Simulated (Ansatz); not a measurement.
Elastic constant C12 of some elemental metals

Method: r²SCAN in Ansatz (plane waves, PAW). References are measured values corrected to a static lattice or taken at low temperature (these still hold zero-point motion). The table is a random draw of 10 from 16 solids with such references.

Values in GPa.

```tsv
solid	reference	r²SCAN	error (%)
bcc Ta	158	167	+5.7
fcc Pt	254	242	-4.7
hcp Be	27.6	18.6	-33
fcc Pd	176	170	-3.4
hcp Zn	34.8	45.0	+29
fcc Au	170	144	-15.3
hcp Os	228†	237	+3.9
fcc Cu	125	143	+14.4
bcc W	205	202	-1.5
hcp Ti	87	89.1	+2.4
```

Over these 10 solids the mean error is -0.2 %, the mean absolute error 11.3 % (median 5.2 %), and the worst case hcp Be at -33 %; the value is too high in 5 of 10 cases. Over all 16 the mean error is +0.8 % and the mean absolute error 8.8 % (median 4.3 %).

All these references are low-temperature values that still hold zero-point motion.

Spin–orbit coupling is left out, also for the solids with elements from indium on (bcc Ta, fcc Pt, fcc Au, hcp Os, bcc W); its size isn't shown.

† marks references with one source in our tables, § those from which another value on file, of any temperature, differs by over 15 %.

Differences are worked out from the printed values.

Each level is taken at its own relaxed cell. Caveats: shear constants of such metals converge slowly with the k mesh (bcc Ta, bcc W). Ansatz's density-functional and Hartree–Fock values are scalar-relativistic unless marked +SOC, with PAW data made under PBE.

Ansatz's runs of these crystals have no spin polarisation. A magnetic state wasn't tried for fcc Pt, fcc Pd, hcp Ti with meta-GGA or hybrid levels, which favour moments.

Not in this set, of the elemental metals with a reference value in our tables and a result at some level: 14 for a reference at room or unstated temperature (hcp Cd, hcp Co, bcc Cs, body-centred tetragonal In, fcc Ir and 9 more); 3 for a run that failed a test (r²SCAN) (antiferromagnetic bcc Cr, bcc Fe, fcc Ni); 2 for a doubt noted on the run at r²SCAN (bcc Nb, bcc V); 1 for sources at odds (bcc Li). These can be a level's worst cases. Values held back for tests aren't counted. Layered and molecular crystals are counted apart. The metals Ce to Yb are counted apart.

References as tabulated in Malica and Corso (2021), arXiv:2109.00459; Wang et al. (2022), arXiv:2209.12322; Li et al. (2021), arXiv:2102.01972; Elastic Constants of Single Crystal Beryllium, J. Appl. Phys., doi … and others.

Ansatz is a first-principles code.
